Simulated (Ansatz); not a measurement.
**Nudged elastic band run: BH7Si**

Input file:

```yaml
crystal:
  periodic: [false, false, false]
  atoms:
    - { symbol: B, position_ang: [-0.094063, -0.061554, 0.308312] }
    - { symbol: H, position_ang: [0.561042, 0.731276, 0.913002] }
    - { symbol: H, position_ang: [0.588472, -0.697975, -0.469968] }
    - { symbol: H, position_ang: [-1.139667, 0.24694, -0.176222] }
    - { symbol: Si, position_ang: [0.189971, -2.199918, 0.827722] }
    - { symbol: H, position_ang: [-0.381009, -2.875094, -0.348921] }
    - { symbol: H, position_ang: [1.654003, -2.286654, 0.950291] }
    - { symbol: H, position_ang: [-0.398139, -2.833855, 2.036865] }
    - { symbol: H, position_ang: [-0.504908, -0.812965, 1.288718] }
basis:
  gaussian: { orbitals: def2-TZVP }
hamiltonian:
  xc: b3lyp
  dispersion: d4
neb:
  order_check: false
  images: 7
  f_tol: 0.05
  max_iterations: 60
  final_atoms:
    - { symbol: B, position_ang: [-0.11238066, -0.37038341, 0.18135007] }
    - { symbol: H, position_ang: [0.14718792, 0.65102431, 0.9990086] }
    - { symbol: H, position_ang: [0.69144551, -0.0704409, -0.6464178] }
    - { symbol: H, position_ang: [-1.2694236, -0.12147949, 0.0363465] }
    - { symbol: Si, position_ang: [0.13929058, -2.3040437, 0.75715407] }
    - { symbol: H, position_ang: [-0.29731356, -3.12915657, -0.3944264] }
    - { symbol: H, position_ang: [1.55054667, -2.64793628, 1.0647507] }
    - { symbol: H, position_ang: [-0.67931328, -2.68319635, 1.93661576] }
    - { symbol: H, position_ang: [0.30566241, -0.11418661, 1.39541748] }
  initial_path:
    images:
      - { positions_ang: [[-0.094063, -0.061554, 0.308312], [0.561042, 0.731276, 0.913002], [0.588472, -0.697975, -0.469968], [-1.139667, 0.24694, -0.176222], [0.189971, -2.199918, 0.827722], [-0.381009, -2.875094, -0.348921], [1.654003, -2.286654, 0.950291], [-0.398139, -2.833855, 2.036865], [-0.504908, -0.812965, 1.288718]] }
      - { positions_ang: [[-0.08750061, -0.04991844, 0.22625158], [0.41196333, 0.55193498, 1.06461519], [0.67855001, -0.5182314, -0.51180948], [-1.13213928, 0.16686173, -0.28017896], [0.17737134, -2.18190549, 0.80208371], [-0.44303033, -2.91255305, -0.29488665], [1.62709654, -2.34444879, 0.88755734], [-0.38949949, -2.67888582, 2.05088991], [-0.36710951, -0.82265273, 1.38527636]] }
      - { positions_ang: [[-0.08093822, -0.03828289, 0.14419115], [0.26288467, 0.37259395, 1.21622838], [0.76862803, -0.3384878, -0.55365095], [-1.12461155, 0.08678347, -0.38413591], [0.16477168, -2.16389297, 0.77644541], [-0.50505166, -2.9500121, -0.2408523], [1.60019007, -2.40224357, 0.82482368], [-0.38085998, -2.52391663, 2.06491482], [-0.22931103, -0.83234047, 1.48183472]] }
      - { positions_ang: [[-0.07437584, -0.02664733, 0.06213073], [0.113806, 0.19325293, 1.36784158], [0.85870604, -0.1587442, -0.59549243], [-1.11708383, 0.0067052, -0.48809287], [0.15217202, -2.14588046, 0.75080712], [-0.567073, -2.98747115, -0.18681796], [1.57328361, -2.46003836, 0.76209002], [-0.37222047, -2.36894745, 2.07893973], [-0.09151254, -0.8420282, 1.57839308]] }
      - { positions_ang: [[-0.06781345, -0.01501177, -0.01992969], [-0.03527266, 0.01391191, 1.51945477], [0.94878405, 0.0209994, -0.63733391], [-1.1095561, -0.07337306, -0.59204983], [0.13957236, -2.12786794, 0.72516882], [-0.62909433, -3.02493019, -0.13278361], [1.54637715, -2.51783314, 0.69935636], [-0.36358096, -2.21397827, 2.09296464], [0.04628594, -0.85171593, 1.67495144]] }
      - { positions_ang: [[-0.07895525, -0.10385468, 0.03039025], [0.01034248, 0.17319001, 1.38934323], [0.88444942, -0.00186067, -0.63960488], [-1.14952298, -0.08539967, -0.43495075], [0.13950191, -2.17191188, 0.73316514], [-0.54614914, -3.05098679, -0.19819431], [1.54741953, -2.55035893, 0.79070495], [-0.44251404, -2.33128279, 2.05387742], [0.11113006, -0.6673336, 1.60506795]] }
      - { positions_ang: [[-0.09009705, -0.19269759, 0.08071019], [0.05595763, 0.33246811, 1.25923169], [0.82011478, -0.02472075, -0.64187586], [-1.18948985, -0.09742628, -0.27785166], [0.13943147, -2.21595582, 0.74116145], [-0.46320394, -3.07704338, -0.263605], [1.54846191, -2.58288471, 0.88205353], [-0.52144712, -2.44858731, 2.0147902], [0.17597418, -0.48295127, 1.53518446]] }
      - { positions_ang: [[-0.10123886, -0.2815405, 0.13103013], [0.10157277, 0.49174621, 1.12912015], [0.75578014, -0.04758082, -0.64414683], [-1.22945672, -0.10945288, -0.12075258], [0.13936102, -2.25999976, 0.74915776], [-0.38025875, -3.10309997, -0.3290157], [1.54950429, -2.6154105, 0.97340212], [-0.6003802, -2.56589183, 1.97570298], [0.24081829, -0.29856894, 1.46530097]] }
      - { positions_ang: [[-0.11238066, -0.37038341, 0.18135007], [0.14718792, 0.65102431, 0.9990086], [0.69144551, -0.0704409, -0.6464178], [-1.2694236, -0.12147949, 0.0363465], [0.13929058, -2.3040437, 0.75715407], [-0.29731356, -3.12915657, -0.3944264], [1.55054667, -2.64793628, 1.0647507], [-0.67931328, -2.68319635, 1.93661576], [0.30566241, -0.11418661, 1.39541748]] }
```

Run as:

```bash
$ ansatz run input.yaml --threads 4 --pin off --max-ram 5120MiB --backend cpu --events-out ev --progress --plain --runs-dir out
```

Output, in part (warnings, iteration lines, the closing report on the highest movable image, with atoms numbered from 0):

```
NEB end point (image 0): max|allowed force component| = 2.585e-2 eV/Å (the criterion of neb.relax_end_points is 1.000e-2)
NEB end point (image 8): max|allowed force component| = 2.850e-2 eV/Å (the criterion of neb.relax_end_points is 1.000e-2)
NEB iter   1: max|band force component| = 3.273e0 eV/Å  barrier→ = 3.6725 eV  barrier← = 3.2495 eV  Δτ_max = 0.2000 Å  (221 SCF iters)
NEB iter   2: max|band force component| = 2.536e0 eV/Å  barrier→ = 2.3019 eV  barrier← = 1.8789 eV  Δτ_max = 0.2000 Å  (186 SCF iters)
NEB iter   3: max|band force component| = 2.715e0 eV/Å  barrier→ = 1.4082 eV  barrier← = 0.9853 eV  Δτ_max = 0.0991 Å  (199 SCF iters)
NEB iter   4: max|band force component| = 2.731e0 eV/Å  barrier→ = 1.0947 eV  barrier← = 0.6718 eV  Δτ_max = 0.1996 Å  (190 SCF iters)
NEB iter   5: max|band force component| = 3.800e0 eV/Å  barrier→ = 0.8588 eV  barrier← = 0.4358 eV  Δτ_max = 0.1005 Å  (196 SCF iters)
NEB iter   6: max|band force component| = 9.700e-1 eV/Å  barrier→ = 0.5314 eV  barrier← = 0.1084 eV  Δτ_max = 0.1945 Å  (187 SCF iters)
NEB iter   7: max|band force component| = 3.432e-1 eV/Å  barrier→ = 0.5170 eV  barrier← = 0.0940 eV  CI = image 5  Δτ_max = 0.1001 Å  (190 SCF iters)
NEB iter   8: max|band force component| = 3.085e-1 eV/Å  barrier→ = 0.5063 eV  barrier← = 0.0833 eV  CI = image 5  Δτ_max = 0.1985 Å  (184 SCF iters)
NEB iter   9: max|band force component| = 4.164e-1 eV/Å  barrier→ = 0.4743 eV  barrier← = 0.0513 eV  CI = image 5  Δτ_max = 0.0998 Å  (179 SCF iters)
NEB iter  10: max|band force component| = 3.122e-1 eV/Å  barrier→ = 0.4596 eV  barrier← = 0.0366 eV  CI = image 5  Δτ_max = 0.1989 Å  (185 SCF iters)
NEB iter  11: max|band force component| = 1.626e-1 eV/Å  barrier→ = 0.4489 eV  barrier← = 0.0259 eV  CI = image 5  Δτ_max = 0.0604 Å  (182 SCF iters)
NEB iter  12: max|band force component| = 1.521e-1 eV/Å  barrier→ = 0.4475 eV  barrier← = 0.0245 eV  CI = image 5  Δτ_max = 0.0458 Å  (190 SCF iters)
NEB iter  13: max|band force component| = 7.183e-2 eV/Å  barrier→ = 0.4469 eV  barrier← = 0.0240 eV  CI = image 5  Δτ_max = 0.0249 Å  (189 SCF iters)
NEB iter  14: max|band force component| = 1.350e-2 eV/Å  barrier→ = 0.4469 eV  barrier← = 0.0239 eV  CI = image 5  Δτ_max = 0.0000 Å  (352 SCF iters)
Total energy: -8668.00607283 eV, -318.5433477911 hartree
Atom 0 at    -0.118622    -0.288282     0.220089 Å, force    -0.013520     0.001673     0.009283 eV/Å
Atom 1 at     0.146119     0.649367     1.030833 Å, force     0.006048    -0.000626    -0.004801 eV/Å
Atom 2 at     0.675272    -0.103319    -0.647410 Å, force     0.002810     0.001270    -0.001023 eV/Å
Atom 3 at    -1.299604    -0.184373     0.107447 Å, force     0.001103    -0.000271    -0.005042 eV/Å
Atom 4 at     0.150519    -2.257634     0.746483 Å, force     0.001813    -0.000751    -0.000358 eV/Å
Atom 5 at    -0.284835    -3.007004    -0.453016 Å, force    -0.000090    -0.000481    -0.002026 eV/Å
Atom 6 at     1.561151    -2.606978     1.040205 Å, force     0.000548     0.000498     0.000487 eV/Å
Atom 7 at    -0.680367    -2.679519     1.899576 Å, force    -0.000734    -0.002110     0.001539 eV/Å
Atom 8 at     0.326070    -0.312057     1.385592 Å, force     0.002022     0.000798     0.001941 eV/Å
Dipole moment:     0.083239     0.078738     0.228973 e Å
```

It converged. A vibrational analysis at the climbing image gives one clearly imaginary mode, 706i cm⁻¹: a first-order saddle point. The orbitals stay closed-shell, which can raise the energy where a bond breaks towards radicals; this wasn't checked here.

Final band (atoms are numbered from 1 in the order of the input):

```
image  path coordinate (Å)  energy (eV)  Si5–H9 (Å)
    0                 0.00         0.00        1.62
    1                 0.40         0.01        1.61
    2                 0.80         0.04        1.60
    3                 1.20         0.06        1.59
    4                 1.60         0.21        1.73
    5                 2.00         0.45        2.06
    6                 2.09         0.44        2.14
    7                 2.19         0.43        2.22
    8                 2.28         0.42        2.29
```

Run time: 71 s on 4 threads of Intel(R) Xeon(R) Platinum 8488C (Sapphire Rapids) (shared host), peak memory 0.2 GiB.
